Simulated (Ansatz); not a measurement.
**Changing the shape of PH₃, singlet**

Computed with Ansatz's Gaussian-basis code (development build). Basis cc-pVDZ, nonrelativistic, 5 orbitals frozen in the corrections; active space CAS(8,7). Restricted Hartree–Fock, then the lowest state-specific CASSCF solution met for each case. Single-reference values can break down or jump between states where bonds are stretched. Solutions in different active orbitals can move differences by tenths of an eV and at times more than 1 eV.

Case A:

```xyz
4

P     0.0000    0.0000    0.1406
H     1.2922    0.0000   -0.7030
H    -0.6461    1.1191   -0.7030
H    -0.6461   -1.1191   -0.7030
```

Case B:

```xyz
4

P     0.0000    0.0000    0.1198
H     1.1008    0.0000   -0.5988
H    -0.5504    0.9533   -0.5988
H    -0.5504   -0.9533   -0.5988
```

Case C:

```xyz
4

P     0.0000    0.0000    0.1302
H     1.1965    0.0000   -0.6509
H    -0.5983    1.0362   -0.6509
H    -0.5983   -1.0362   -0.6509
```

Energy less that of case A, in eV:

| case | RHF/ROHF | CASSCF |
| --- | --- | --- |
| B | +0.019 | +0.421 |
| C | -0.434 | -0.209 |

(1) Give the SC-NEVPT2 energies against case A.

(2) Which case is lowest, and do the methods agree?

Answers

(1) B: +0.253 eV (5.8 kcal/mol); C: -0.290 eV (-6.7 kcal/mol).

(2) C is lowest in SC-NEVPT2. Of the methods shown, RHF/ROHF, CASSCF agree.
